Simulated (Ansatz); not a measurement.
Reaction (SMILES): Cl atom → [Cl-] (an electron is taken up)

Property: adiabatic electron affinity (0 K, with zero-point energies), in eV. Positive where the reaction releases energy. Conventions: LANL2DZ with its own core potentials from Na on; open shells spin-unrestricted; spin-orbit terms left out; 6-311+G** with 5d, 6d on Na to Ar in Ansatz (a program for electronic structure); non-relativistic; valence correlation only; six Cartesian d functions in 6-31G* and its kin unless marked 5d. CBS(X,Y): correlation extrapolated as X^-3; Hartree-Fock from the larger set. Anions need diffuse functions, which STO-3G, LANL2DZ, def2-SVP, cc-pVDZ and Pople sets without + lack.

Coupled cluster (Ansatz) is a level with limits of its own, used here on species with T1 under 0.025 (0.045 for open shells) and stable references: CCSD(T)/CBS(aug-cc-pV(T+d)Z,aug-cc-pV(Q+d)Z).

Value to compare with, CCSD(T)/CBS(aug-cc-pV(T+d)Z,aug-cc-pV(Q+d)Z) (Ansatz): 3.69 eV.

| level | program | adiabatic electron affinity (0 K, with zero-point energies) (eV) | difference |
|---|---|---|---|
| B3LYP/STO-3G | Ansatz | -0.59 | -4.28 |
| B3LYP/3-21G | Ansatz | 3.03 | -0.66 |
| B3LYP/LANL2DZ | Ansatz | 2.79 | -0.90 |
| B3LYP/6-31G | Ansatz | 3.19 | -0.50 |
| B3LYP/6-31G* | Ansatz | 3.16 | -0.53 |
| B3LYP/6-31+G* | Ansatz | 3.71 | 0.02 |
| B3LYP/def2-SVP | Ansatz | 2.35 | -1.34 |
| B3LYP/cc-pVDZ | Ansatz | 2.94 | -0.75 |
| B3LYP/6-311+G** | Ansatz | 3.72 | 0.03 |
| B3LYP/def2-TZVPD | Ansatz | 3.68 | -0.01 |

Among the 9 habitual levels, B3LYP/STO-3G lies farthest from CCSD(T)/CBS(aug-cc-pV(T+d)Z,aug-cc-pV(Q+d)Z) (Ansatz) (-4.28 eV); 2 of 9 lie above it, and their mean absolute difference is 1.00 eV, the median 0.66. One case shows no general order.

The sets are all those run for this method; runs whose electronic state is in doubt are left out.
